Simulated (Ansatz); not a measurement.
Bond stretch in H6Si2, SMILES [SiH3][SiH3], singlet. The Si1–Si5 bond (Si1 also carries H, H, H; Si5 carries H, H, H) is varied alone, starting from the PBE0/def2-TZVP optimised geometry.

Levels of theory: RKS-PBE = Ansatz (an electronic-structure program) with restricted PBE/cc-pVDZ; UKS-PBE = unrestricted PBE/cc-pVDZ (Ansatz); UKS-PBE0 = unrestricted PBE0/cc-pVDZ (Ansatz); UCCSD(T) = CCSD(T) on UHF/cc-pVDZ, frozen core (Ansatz).

Energies relative to the lowest point of each curve near equilibrium, in kcal/mol; the last columns give the difference from UCCSD(T):

```json
[
 {"R / Å": "1.93", "RKS-PBE": "37.4", "UKS-PBE": "37.4", "UKS-PBE0": "37.4", "UCCSD(T)": "41.7", "RKS-PBE − UCCSD(T)": "-4.3", "UKS-PBE − UCCSD(T)": "-4.3", "UKS-PBE0 − UCCSD(T)": "-4.3"},
 {"R / Å": "2.08", "RKS-PBE": "12.8", "UKS-PBE": "12.8", "UKS-PBE0": "12.5", "UCCSD(T)": "14.5", "RKS-PBE − UCCSD(T)": "-1.8", "UKS-PBE − UCCSD(T)": "-1.8", "UKS-PBE0 − UCCSD(T)": "-2.0"},
 {"R / Å": "2.20", "RKS-PBE": "3.5", "UKS-PBE": "3.5", "UKS-PBE0": "3.3", "UCCSD(T)": "4.1", "RKS-PBE − UCCSD(T)": "-0.6", "UKS-PBE − UCCSD(T)": "-0.6", "UKS-PBE0 − UCCSD(T)": "-0.9"},
 {"R / Å": "2.28", "RKS-PBE": "0.8", "UKS-PBE": "0.8", "UKS-PBE0": "0.6", "UCCSD(T)": "1.0", "RKS-PBE − UCCSD(T)": "-0.2", "UKS-PBE − UCCSD(T)": "-0.2", "UKS-PBE0 − UCCSD(T)": "-0.3"},
 {"R / Å": "2.34", "RKS-PBE": "0.0", "UKS-PBE": "0.0", "UKS-PBE0": "0.0", "UCCSD(T)": "0.0", "RKS-PBE − UCCSD(T)": "0.0", "UKS-PBE − UCCSD(T)": "0.0", "UKS-PBE0 − UCCSD(T)": "0.0"},
 {"R / Å": "2.39", "RKS-PBE": "0.1", "UKS-PBE": "0.1", "UKS-PBE0": "0.2", "UCCSD(T)": "0.0", "RKS-PBE − UCCSD(T)": "0.1", "UKS-PBE − UCCSD(T)": "0.1", "UKS-PBE0 − UCCSD(T)": "0.2"},
 {"R / Å": "2.51", "RKS-PBE": "2.1", "UKS-PBE": "2.1", "UKS-PBE0": "2.6", "UCCSD(T)": "2.1", "RKS-PBE − UCCSD(T)": "0.0", "UKS-PBE − UCCSD(T)": "0.0", "UKS-PBE0 − UCCSD(T)": "0.5"},
 {"R / Å": "2.67", "RKS-PBE": "7.6", "UKS-PBE": "7.6", "UKS-PBE0": "8.7", "UCCSD(T)": "7.9", "RKS-PBE − UCCSD(T)": "-0.3", "UKS-PBE − UCCSD(T)": "-0.3", "UKS-PBE0 − UCCSD(T)": "0.8"},
 {"R / Å": "2.82", "RKS-PBE": "14.4", "UKS-PBE": "14.4", "UKS-PBE0": "16.1", "UCCSD(T)": "15.1", "RKS-PBE − UCCSD(T)": "-0.8", "UKS-PBE − UCCSD(T)": "-0.8", "UKS-PBE0 − UCCSD(T)": "1.0"},
 {"R / Å": "3.10", "RKS-PBE": "28.3", "UKS-PBE": "28.3", "UKS-PBE0": "31.4", "UCCSD(T)": "29.8", "RKS-PBE − UCCSD(T)": "-1.5", "UKS-PBE − UCCSD(T)": "-1.5", "UKS-PBE0 − UCCSD(T)": "1.6"},
 {"R / Å": "3.42", "RKS-PBE": "43.5", "UKS-PBE": "43.5", "UKS-PBE0": "48.3", "UCCSD(T)": "46.0", "RKS-PBE − UCCSD(T)": "-2.5", "UKS-PBE − UCCSD(T)": "-2.5", "UKS-PBE0 − UCCSD(T)": "2.3"},
 {"R / Å": "3.85", "RKS-PBE": "60.2", "UKS-PBE": "60.2", "UKS-PBE0": "64.9", "UCCSD(T)": "62.3", "RKS-PBE − UCCSD(T)": "-2.1", "UKS-PBE − UCCSD(T)": "-2.1", "UKS-PBE0 − UCCSD(T)": "2.6"},
 {"R / Å": "4.28", "RKS-PBE": "72.4", "UKS-PBE": "69.4", "UKS-PBE0": "71.4", "UCCSD(T)": "69.5", "RKS-PBE − UCCSD(T)": "2.9", "UKS-PBE − UCCSD(T)": "-0.1", "UKS-PBE0 − UCCSD(T)": "1.9"},
 {"R / Å": "4.91", "RKS-PBE": "83.9", "UKS-PBE": "73.6", "UKS-PBE0": "74.4", "UCCSD(T)": "71.9", "RKS-PBE − UCCSD(T)": "12.0", "UKS-PBE − UCCSD(T)": "1.8", "UKS-PBE0 − UCCSD(T)": "2.5"},
 {"R / Å": "5.67", "RKS-PBE": "91.0", "UKS-PBE": "74.9", "UKS-PBE0": "75.3", "UCCSD(T)": "72.4", "RKS-PBE − UCCSD(T)": "18.6", "UKS-PBE − UCCSD(T)": "2.5", "UKS-PBE0 − UCCSD(T)": "2.9"},
 {"R / Å": "6.77", "RKS-PBE": "94.9", "UKS-PBE": "75.2", "UKS-PBE0": "75.4", "UCCSD(T)": "72.5", "RKS-PBE − UCCSD(T)": "22.4", "UKS-PBE − UCCSD(T)": "2.6", "UKS-PBE0 − UCCSD(T)": "2.9"}
]
```

RKS-PBE is furthest from UCCSD(T) at 6.77 (22.4 kcal/mol, above); its mean absolute difference over the points is 4.4 kcal/mol.

UKS-PBE is furthest from UCCSD(T) at 1.93 (-4.3 kcal/mol, below); its mean absolute difference over the points is 1.3 kcal/mol.

UKS-PBE0 is furthest from UCCSD(T) at 1.93 (-4.3 kcal/mol, below); its mean absolute difference over the points is 1.7 kcal/mol.

The restricted form behind RKS-PBE keeps the bonding electrons paired and can't separate into open-shell fragments. The unrestricted determinant behind UKS-PBE is spin-contaminated at 4.28 to 6.77 Å (<S²> up to 1.0, against 0.00 for a pure singlet). The unrestricted determinant behind UKS-PBE0 is spin-contaminated at 3.85 to 6.77 Å (<S²> up to 1.0, against 0.00 for a pure singlet). The unrestricted determinant behind UCCSD(T) is spin-contaminated at 3.42 to 6.77 Å (<S²> up to 1.0, against 0.00 for a pure singlet).
